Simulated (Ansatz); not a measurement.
Relaxed structures of AlH2S, doublet (PBE0-D4/def2-TZVP; forces vanish, vibrations not checked; lower isomers may exist, and structures with a doubtful reference or unclear bonds are left out; Å). Ansatz 0.2.0; basis: def2-TZVPP; cores frozen in the correlated methods; orbitals are unrestricted.

Problem. Rank them by CCSD(T) energy, lowest first, and give each one's height above the lowest. Links in brackets join atoms within 1.22 times the sum of their covalent radii (1.1 for two metals). (To be estimated.)
A.
AlH₂S ([AlH2][S])
```
4
angstrom
Al -0.1182 0.0150 -0.1337
S 1.3128 -0.1666 1.4846
H -1.3382 -0.9911 -0.1400
H 0.1436 1.1427 -1.2109
```
B.
AlH₂S ([Al][SH2])
```
4
angstrom
Al 1.5512 -0.1968 1.7541
S -0.0621 0.0079 -0.0702
H -1.1985 -0.6643 -0.3896
H -0.1564 0.8363 -1.1427
```
C.
AlH₂S ([AlH][SH])
```
4
angstrom
Al 0.0884 -0.1170 -0.1040
S 1.6158 0.1378 1.4578
H -1.2275 -0.9327 0.3069
H 0.8987 -0.5418 2.3712
```

Solution. By the calculation: C (0.00 kcal/mol), A (5.00 kcal/mol), B (36.88 kcal/mol). Heights count from the lowest.

T1 diagnostic: at most 0.025. ⟨S²⟩ of the unrestricted Hartree–Fock references: 0.75 to 0.79 (a pure state has 0.75).

For scale, one of the runs: CCSD(T)/def2-TZVPP, 112 basis functions, launched by `ansatz run in.yaml --threads 2 --pin off --events-out ev --progress --plain --max-ram 4352MiB`. Hardware: 2 CPU threads of an Arm Neoverse V2, shared host. Wall time 6 s; peak host memory 0.73 GiB.
